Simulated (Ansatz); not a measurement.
Other settings, tried on B(H2S)H3 (BH₅S).

```yaml
crystal:
  periodic: [false, false, false]
  atoms:
    - {symbol: B, position_ang: [0.119021, -0.202611, -0.854147]}
    - {symbol: S, position_ang: [0.122074, -0.211447, 1.175975]}
    - {symbol: H, position_ang: [0.522712, 1.034960, 1.490512]}
    - {symbol: H, position_ang: [-1.160478, 0.053572, 1.488700]}
    - {symbol: H, position_ang: [1.303036, -0.224909, -1.061677]}
    - {symbol: H, position_ang: [-0.462113, 0.794370, -1.175936]}
    - {symbol: H, position_ang: [-0.444262, -1.243945, -1.063428]}
basis:
  gaussian: {orbitals: "6-31G*"}
hamiltonian: {xc: {name: rPW86-PBE}, dispersion: d4}
output: {forces: true}
```

```sh
$ ansatz run in.yaml --threads 4 --pin off --events-out ev --progress --plain --max-ram 3916MiB
```

Shortened log:

```
Functional definition: rPW86-PBE
587 factors; their error is unknown
mean field evaluation 1: about -11600.3365 eV, gradient 3.0e1 eV
mean field evaluation 2: about -11597.6781 eV, gradient 3.9e1 eV
mean field evaluation 4: about -11603.6519 eV, gradient 1.8e0 eV
mean field evaluation 8: about -11603.6280 eV, gradient 1.4e-2 eV
mean field -11603.62796810 eV, -426.4254626060 hartree, gradient 3.0e-5 eV, S^2 0.000000; 0 other end points of the search recorded, 0 dependent functions left out
reference -11603.62803997 eV, -426.4254652474 hartree; 13, 13 occupied and 31, 31 virtual orbitals, 587 factors
Total energy: -11603.72729419 eV, -426.4291127726 hartree
Atom 0 at     0.119021    -0.202611    -0.854147 Å, force     0.008654    -0.014938     0.007248 eV/Å
Atom 1 at     0.122074    -0.211447     1.175975 Å, force     0.234557    -0.402051    -0.120097 eV/Å
Atom 2 at     0.522712     1.034960     1.490512 Å, force     0.109031     0.359385     0.134629 eV/Å
Atom 3 at    -1.160478     0.053572     1.488700 Å, force    -0.366661     0.081972     0.134185 eV/Å
Atom 4 at     1.303036    -0.224909    -1.061677 Å, force     0.212428    -0.015634    -0.050887 eV/Å
Atom 5 at    -0.462113     0.794370    -1.175936 Å, force    -0.107092     0.183790    -0.053839 eV/Å
Atom 6 at    -0.444262    -1.243945    -1.063428 Å, force    -0.090916    -0.192524    -0.051239 eV/Å
Dipole moment:    -0.147862     0.252259     0.757081 e Å
```

Run time 0.6 s (4 threads of Arm Neoverse V2 on a shared host).

The 6-31G sets use Cartesian d functions.
